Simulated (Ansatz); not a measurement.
System: rock-salt GdN. Method: LDA in Ansatz (hard PAW).

Numerical settings: plane-wave cutoff 870 eV, 14×14×14 k mesh, Fermi–Dirac smearing 0.05 eV, ferromagnetic start, spin-polarised with parallel moments.

Cell (relaxed at this level):

Space group Fm-3m (No. 225); a = b = c = 4.8815 Å, α = β = γ = 90.00°

| atom | site | symmetry | x | y | z |
|---|---|---|---|---|---|
| Gd | 4a | m-3m | 0.0000 | 0.0000 | 0.0000 |
| N | 4b | m-3m | 0.5000 | 0.5000 | 0.5000 |
(The calculation used a cell of 4 atoms; values per cell refer to that cell.)

Q: What does this level give for the magnetic moment (largest site, within a sphere)?

A: 
magnetic moment (largest site, within a sphere): 6.83 μB

The run finds no gap.

Note: the 4f shell is treated without U or exact exchange, so its levels and filling can be wrong.

Moments are spin moments.

Spin–orbit coupling is not included.

Computed values are for the static lattice.

It cost around 16 core-minutes (rough) of CPU time.

Ansatz is an electronic-structure program.
